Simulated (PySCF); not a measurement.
# Relaxation of singlet SOS

All numbers come from PySCF, PBE0, basis S def2-TZVP, O def2-TZVP (no relativity, density fitting). A (50,194) grid was used.

A start displaced from a saddle point along its imaginary mode, of Cs symmetry, held to at least that symmetry:

Coordinates in bohr (charge 0 multiplicity 1):
```
S    -0.0178    0.1956    0.9601
O     0.0205   -0.2258    3.7304
S     0.0075   -0.0827   -2.8263
```

(1) What forces act on the atoms at the start (eV/Å)?

(2) What does it relax to?

(3) How much energy is released, and in how many steps?

Results:

(1) 
```
atom     Fx     Fy     Fz
  S1  -0.40   4.39   0.36
  O2   0.23  -2.49  -1.37
  S3   0.17  -1.90   1.00
```

(2) It ends at Cs with S–O 1.453 Å, S–S 1.880 Å; O–S–S 117.8°. A frequency run shows a minimum.

(3) 247.1 kJ/mol in 6 steps.

The relaxation took 8.6 s on 2 threads of a shared Arm Neoverse V1 host, with 105 basis functions and 7 gradients; the process peaked at 0.93 GiB.
